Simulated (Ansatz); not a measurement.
# BHN: the cost of one run

Method: def2-QZVPP, all electrons in the functionals, frozen cores in the correlation of double hybrids and RPA; program: Ansatz 0.2.0, Gaussian basis.

To be run: wB97M-V, B2PLYP, at charge 0, quartet; charge 0, doublet; charge 0, sextet; charge 1, triplet; charge 1, quintet.

### Step 1. What is computed

The geometry is a PBE0/def2-TZVP stationary point (not a proven minimum).

3 atoms, charge 0, spin multiplicity 4.

Atoms are counted from 1 here; the program's logs count them from 0.

Bond lengths: B1–N2 1.503 Å, B1–H3 1.206 Å. Angles: N2–B1–H3 117.0°.

No dispersion term is added; wB97M-V holds VV10 nonlocal correlation.

The geometry shown and the zero of energy belong to the point charge 0, quartet. The yardstick, UCCSD(T), and other wave-function levels (R restricted, U unrestricted, valence and pair active spaces) come from earlier runs.

### Step 2. wB97M-V, charge 0, quartet

Input file in.yaml:

```yaml
crystal:
  periodic: [false, false, false]
  atoms:
    - {symbol: B, position_ang: [0.000000, -0.185227, 0.772970]}
    - {symbol: N, position_ang: [0.000000, 0.087426, -0.705019]}
    - {symbol: H, position_ang: [0.000000, 0.771807, 1.506451]}
basis:
  gaussian: {orbitals: "def2-QZVPP.json"}
magnetization: {spin_polarized: true, initial_magnetization: 3}
hamiltonian: {xc: {name: wB97M-V}}
output: {orbitals: {seedname: orbitals}}
```

Launch:

```bash
$ ansatz run in.yaml --threads 1 --pin off --events-out ev --progress --plain --max-ram 2393MiB
```

**Question.** How long does this run take on 1 thread of Arm Neoverse V1, shared host?

About 9 s.
